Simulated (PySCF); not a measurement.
Species: fluoroborane Ion, BFH (charge +1).
SMILES: `[BH+]F`

Method: PBE0-D3(BJ)/def2-SVP geometry optimisation, gas phase (PySCF).

Masses are those of the commonest isotopes; rigid-rotor values at the optimised geometry. 

(1) What are the moment of inertia and the rotational constant?

(2) List the first levels of a rigid rotor in a Σ state.

(3) Where do the first rotational lines fall?

Answers

(1) I = 14.038 u·Å², B = 505379 MHz·u·Å²/I = 36002 MHz (1.2009 cm⁻¹, or 1.728 K as hB/k).

(2) E(J) = BJ(J+1): J = 1: 2.402, J = 2: 7.205, J = 3: 14.411, J = 4: 24.018, J = 5: 36.027, J = 6: 50.437 cm⁻¹.

(3) The dipole is 3.80 D (about the centre of mass, as the species is charged); J+1 ← J lies at 2B(J+1): 1 ← 0 at 72.00 GHz, 2 ← 1 at 144.01 GHz, 3 ← 2 at 216.01 GHz, 4 ← 3 at 288.01 GHz, 5 ← 4 at 360.02 GHz, 6 ← 5 at 432.02 GHz.

Not checked by PBE0-D3(BJ)/def2-SVP frequencies. Zero-point vibration and centrifugal distortion are left out.

Time: 1.2 s of wall time. Hardware: Arm Neoverse V1, one thread, no GPU, shared host. That covers the optimisation of the geometry.
